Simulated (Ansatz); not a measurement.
The input, for Ansatz 0.2.0:

```yaml
crystal:
  periodic: [false, false, false]
  atoms:
    - {symbol: Se, position_ang: [0.000000, 0.000000, 0.000000]}
    - {symbol: Li, position_ang: [0.000000, 0.000000, 2.560600]}
basis:
  gaussian: {orbitals: cc-pVDZ}
total_charge: 1
magnetization: {spin_polarized: false, initial_magnetization: 2}
correlation: {method: fic_mrcisd_q_relaxed, electrons: outside_noble_gas, active_space: {window: {electrons: 2, orbitals: 3}, states: [{multiplicity: 3, weights: [1, 0.5, 0.5, 1]}], root: 1}}
```

```sh
$ ansatz run in.yaml --threads 1 --pin off --events-out ev --progress --plain --max-ram 2393MiB
```

The program prints:

```
759 factors; integrals over basis functions are off by at most 2.2e-7 eV
mean field evaluation 1: about -65499.1423 eV, gradient 9.5e0 eV
mean field evaluation 2: about -65499.1489 eV, gradient 9.5e0 eV
mean field evaluation 4: about -65499.4301 eV, gradient 4.7e-1 eV
mean field evaluation 8: about -65499.4310 eV, gradient 2.2e-4 eV
mean field evaluation 16: about -65498.6354 eV, gradient 2.9e-6 eV
mean field evaluation 32: about -65498.6354 eV, gradient 8.4e-5 eV
mean field -65499.43100580 eV, -2407.0596923544 hartree, gradient 2.7e-6 eV, S^2 2.000000; 7 other end points of the search recorded, 0 dependent functions left out
reference -65499.43100580 eV, -2407.0596923544 hartree; 19, 17 occupied and 22, 24 virtual orbitals, 759 factors
Error: 4 states are sought, and the space of determinants holds 3 states of this symmetry and spin
```

The run gave no result to rely on (stopped by an error).

Ran on 1 thread of Arm Neoverse V2, shared host: 1 s wall, 0.1 GiB peak host memory.
